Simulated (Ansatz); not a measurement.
**CH2Na radical: single points off equilibrium**

The task here is to estimate one member of a computed series from the others.

Computed with Ansatz 0.2.0, Gaussian basis. Level: single points in def2-TZVPP.

Correlated methods freeze the cores. The outer core shell of Li, Na, Mg and K is correlated. Orbitals are unrestricted.

## Where the work starts

SMILES `[CH2][Na]`, 4 atoms, charge 0, spin multiplicity 2.

Atoms are counted from 1 here; the program's logs count them from 0.

Bond lengths: C1–Na2 2.232 Å, C1–H3 1.063 Å, C1–H4 1.115 Å. Angles: Na2–C1–H3 126.3°, Na2–C1–H4 122.0°, H3–C1–H4 104.4°.

Geometry (Å):

```
C    -0.0907    0.0034   -0.2394
Na    1.5411    0.2068    1.2693
H    -0.8450    0.7220   -0.4508
H    -0.5736   -0.9774   -0.4576
```

The first run:

Contents of run/in.yaml:

```yaml
crystal:
  periodic: [false, false, false]
  atoms:
    - {symbol: C, position_ang: [-0.090700, 0.003400, -0.239400]}
    - {symbol: Na, position_ang: [1.541100, 0.206800, 1.269300]}
    - {symbol: H, position_ang: [-0.845000, 0.722000, -0.450800]}
    - {symbol: H, position_ang: [-0.573600, -0.977400, -0.457600]}
basis:
  gaussian: {orbitals: def2-TZVPP}
magnetization: {spin_polarized: true, initial_magnetization: 1}
correlation: {method: ccsd_t}
scf: {omitted_lower_state_checks: [cluster_reference]}
output: {forces: true}
```

The command line of these runs was not kept.

Among the steps run: CCSD(T)/def2-TZVPP; PBE0-D4/def2-TZVPP; wB97M-V/def2-TZVPP; r2SCAN-D4/def2-TZVPP; PBE-D4/def2-TZVPP; wB97X-V/def2-TZVPP; BLYP-D4/def2-TZVPP.

One table of the session follows, with a row left open; its other results are not shown here.

| method | RMS force component (eV/Å) | angle to CCSD(T) forces (°) | dipole (D) |
| --- | --- | --- | --- |
| CCSD(T) | 0.573 | reference | 6.57 |
| PBE0-D4 | 0.578 | 2.2 | 6.27 |
| wB97M-V | 0.556 | 6.4 | 6.41 |
| r2SCAN-D4 | 0.570 | 2.8 | 6.36 |
| PBE-D4 | 0.613 | 9.0 | 5.72 |
| wB97X-V | 0.588 | 1.2 | 6.60 |
| BLYP-D4 | ? | ? | ? |

Estimate the missing values for BLYP-D4.

As computed: RMS force component (eV/Å): 0.583; angle to CCSD(T) forces (°): 8.3; dipole (D): 5.55. In the column «RMS force component (eV/Å)» it lies between PBE0-D4 (0.578) and wB97X-V (0.588).
